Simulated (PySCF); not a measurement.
Compound: C4H9N.
Cartesian coordinates in Å at the PBE0-D3(BJ)/def2-SVP level; atoms count from 1:
```xyz
14
C4H9N angstrom
C      2.444    0.374    0.092
C      1.092    0.071    0.640
N      0.111   -0.241   -0.094
C     -1.162   -0.503    0.527
C     -2.224    0.452    0.006
H      3.202   -0.297    0.529
H      2.443    0.261   -1.001
H      2.745    1.403    0.351
H      0.983    0.131    1.747
H     -1.107   -0.448    1.636
H     -1.453   -1.537    0.271
H     -2.261    0.418   -1.093
H     -2.000    1.487    0.303
H     -3.217    0.188    0.399
```

Linear response at B3LYP/def2-SVPD (PySCF, frozen core in the response, non-relativistic).

Static isotropic polarisability: 62.35 au (9.24 Å³), principal values 50.0, 56.1, 80.9 au.

Problem. What is the polarisability at 1064 nm and at the sodium D line?

Solution. 62.92 au at 1064 nm (+0.9 %), 64.26 au at 589.3 nm (+3.1 %). The rise at 589.3 nm is 3.38 times that at 1064 nm; a pure ω² law gives 3.26. The lowest singlet lies at 242 nm, shorter than both wavelengths.

Problem. What is the isotropic C6 coefficient between two such molecules, C6 = (3/π)∫α(iω)² dω?

Solution. 1577 au (Eh·bohr⁶) by a ten-point quadrature over imaginary frequencies, which is 942 eV·Å⁶ or 90.9 J·nm⁶/mol.

Problem. Which effective excitation energy ω̄ makes London's formula C6 = (3/4)α²ω̄ exact here?

Solution. ω̄ = 4·C6/(3α²) = 0.541 Eh = 14.7 eV. A one-pole form α(ω) = α/(1 − ω²/ω̄²) fitted to the 1064 nm value gives 12.3 eV. London's choice of the ionisation energy (9.33 eV, ΔSCF at the same level) gives C6 = 1000 au, 37 % too low.

Problem. How anisotropic is the static polarisability, by Δα² = ½[(α1 − α2)² + (α2 − α3)² + (α3 − α1)²]?

Solution. Δα = 28.4 au, or 0.45 of the isotropic value.

Problem. What molar refraction at the D line follows from R = (4π/3)·N_A·α′, with α′ the polarisability volume?

Solution. α′ = 9.52 Å³ gives R = 24.02 cm³/mol, for isolated, non-vibrating species.

Problem. How many electrons N does the Slater–Kirkwood formula C6 = (3/4)·√N·α^(3/2) need to give this C6?

Solution. N = (4·C6/3)²/α³ = 18.2; the species has 40 electrons in all.

Problem. What n − 1 at the D line would an ideal gas of it have at 273.15 K and 1 atm (2.6868 × 10¹⁹ cm⁻³), by n − 1 = 2π·N·α′?

Solution. 16.08 × 10⁻⁴, a formal value whether or not that pressure can be reached.

Problem. The lowest 6 singlets have (eV, f): 5.13, 0.001; 6.82, 0.020; 7.12, 0.020; 7.42, 0.189; 7.52, 0.315; 7.76, 0.011. What share of the static polarisability do they carry in the sum over states α = Σ f/ω²?

Solution. 7.43 au, 11.9 % of α; the largest term, 4.12 au, is that of the state at 7.52 eV. Their oscillator strengths add up to 0.56. Higher states carry the rest.

The run took 17 s of wall time on an Arm Neoverse V2 with one thread, no GPU (shared host), and the process peaked at 0.74 GiB of memory. This is the whole response run at B3LYP/def2-SVPD, SCF included.

One conformer stands for the species.
